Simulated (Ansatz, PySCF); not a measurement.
System: CH₂Cl (charge 0, doublet). It need not be the lowest isomer of its formula. 
Structure (B3LYP-D3(BJ)/def2-TZVP (Ansatz, a first-principles code) minimum search):
```
C
H 1 1.0768
H 1 1.0768 2 124.26
Cl 1 1.6978 2 117.87 3 180.00
```
Charge 0, spin multiplicity 2.

Quantity: atomisation energy (electronic, to ground-state atoms); the coupled-cluster value holds the core correlation from cc-pwCVTZ, in eV. Correlated levels leave the core frozen unless marked. Open shells are spin-unrestricted. No spin-orbit coupling. Non-relativistic. CBS(X,Y): correlation extrapolated as X^-3; Hartree-Fock from the larger set.

Level to compare with: CCSD(T)/CBS(def2-TZVPPD,def2-QZVPPD) plus the core term (Ansatz), 12.53 eV. It is a level with limits of its own, and the differences hold the functionals' basis error too.

Rank these functionals by how close they come to CCSD(T)/CBS(def2-TZVPPD,def2-QZVPPD), closest first: TPSS/def2-TZVPD (PySCF); BP86/def2-TZVPD (PySCF); SVWN5/def2-TZVPD (Ansatz); r2SCANh/def2-TZVPD (Ansatz).

r2SCANh/def2-TZVPD (hybrid meta-GGA, 12.67 eV, difference 0.14), TPSS/def2-TZVPD (meta-GGA, 12.77 eV, difference 0.24), BP86/def2-TZVPD (GGA, 13.01 eV, difference 0.48), SVWN5/def2-TZVPD (LDA, 14.47 eV, difference 1.94)
